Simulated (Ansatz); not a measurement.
## Redistribution: C4H9Cl + C3H5F → C4H10 + C3H4ClF

Species: C4H9Cl (1-chlorobutane) `CCCCCl`, singlet; C3H5F `C/C=C/F`, singlet; C4H10 (butane) `CCCC`, singlet; C3H4ClF `C/C(Cl)=C/F`, singlet. The partners trade Cl for H; both sit on C, so the bond types are kept.

Shapes, held fixed at every level: PBE0-D4/def2-TZVP. Flexible molecules stand in one conformer, not always the lowest. Programs: Ansatz 0.2.0. Electronic energies: no zero-point or thermal term.

(1) Estimate ΔE of this reaction.

## Answers

(1) The highest level, CCSD(T)/CBS estimate, gives ΔE = +3.9 kJ/mol; the levels span -0.1 to +3.9. That is about zero within the method's error. They disagree on the sign: 5 of 7 are positive. The column of differences is taken from that level and isn't an error. No measured value is set beside it here. The CBS estimate extrapolates MP2 from def2-TZVPP and def2-QZVPP and adds CCSD(T) − MP2 in the triple-zeta set, cores frozen.

| level | kind | ΔE (kJ/mol) | less CCSD(T)/CBS estimate |
| --- | --- | --- | --- |
| PBE0-D4/def2-TZVPP | global hybrid | -0.1 | -4.0 |
| wB97M-V/def2-TZVPP | range-separated hybrid | +3.0 | -0.9 |
| wB97X-V/def2-TZVPP | range-separated hybrid | +2.8 | -1.1 |
| B2PLYP/def2-TZVPP | double hybrid | +2.1 | -1.8 |
| MP2/def2-TZVPP | perturbation theory | 0.0 | -3.9 |
| CCSD(T)/def2-TZVPP | coupled cluster or CI | +3.1 | -0.8 |
| CCSD(T)/CBS estimate | coupled cluster or CI | +3.9 | 0.0 |
